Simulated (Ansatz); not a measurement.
# Al2O (triplet): wave-function methods side by side, cc-pVDZ

One table from this session's results is given with a row withheld; the runs are named, their logs left out.

The runs use Ansatz 0.2.0, Gaussian basis; cc-pVDZ, core rule «outside noble gas», up to 11 orbitals frozen.

Plan: UHF; CCSD(T) on ROHF; CCSD(T) on UHF; BCCD(T) on ROHF; CISD; CCSDT(Q) on ROHF; CCSDT(Q) on UHF.

7 further runs of the same task are left out: 4 for a known fault of the program, 3 set aside as unsound or not needed.

### The system

The geometry is a PBE0/def2-TZVP stationary point (not a proven minimum) of the parent state, kept for this charge and spin.

3 atoms, charge 0, spin multiplicity 3.

Atoms are counted from 1 here; the program's logs count them from 0.

Bond lengths: Al1–O2 1.705 Å, O2–Al3 1.705 Å. Angles: Al1–O2–Al3 180.0°.

As a file:

```xyz
3
charge 0, multiplicity 3
Al    0.00000    0.00000    1.70470
O     0.00000    0.00000    0.00000
Al    0.00000    0.00000   -1.70470
```

Set-up of the first run:

File in.yaml:

```yaml
crystal:
  periodic: [false, false, false]
  atoms:
    - {symbol: Al, position_ang: [0.000000, 0.000000, 1.704700]}
    - {symbol: O, position_ang: [0.000000, 0.000000, 0.000000]}
    - {symbol: Al, position_ang: [0.000000, 0.000000, -1.704700]}
basis:
  gaussian: {orbitals: cc-pVDZ}
magnetization: {spin_polarized: true, initial_magnetization: 2}
hamiltonian: {xc: hf}
output: {orbitals: {seedname: orbitals}}
```

Command:

```
> ansatz run in.yaml --threads 1 --pin off --events-out ev --progress --plain --max-ram 4096MiB --backend cpu
```

Among the steps run: UHF; CCSD(T) on ROHF; CCSD(T) on UHF; BCCD(T) on ROHF; CISD; CCSDT(Q) on ROHF; CCSDT(Q) on UHF.

One table of the session follows, with a row left open; its other results are not shown here.

It belongs to the step «Misses and costs». 

```
   method  from RCCSDT(Q) (kcal/mol)
     ROHF                    +175.16
      UHF                    +174.77
     RMP2                     +17.07
     UMP2                     +16.91
     CISD                     +21.76
    RCCSD                      +7.33
    UCCSD                          ?
 RCCSD(T)                      +2.16
 UCCSD(T)                      +2.15
  BCCD(T)                      +2.01
   RCCSDT                      +1.04
   UCCSDT                      +1.04
RCCSDT(Q)                          0
UCCSDT(Q)                      -0.13
```

**Question.** Estimate the row for UCCSD.

As computed: from RCCSDT(Q) (kcal/mol): +7.32. In the column «from RCCSDT(Q) (kcal/mol)» it lies between RCCSD(T) (+2.16) and RCCSD (+7.33).

To keep in mind: Restricted and unrestricted rows rest on different reference determinants; where their highest levels disagree by more than a few hundredths of an eV, they describe different states and don't form one ladder.
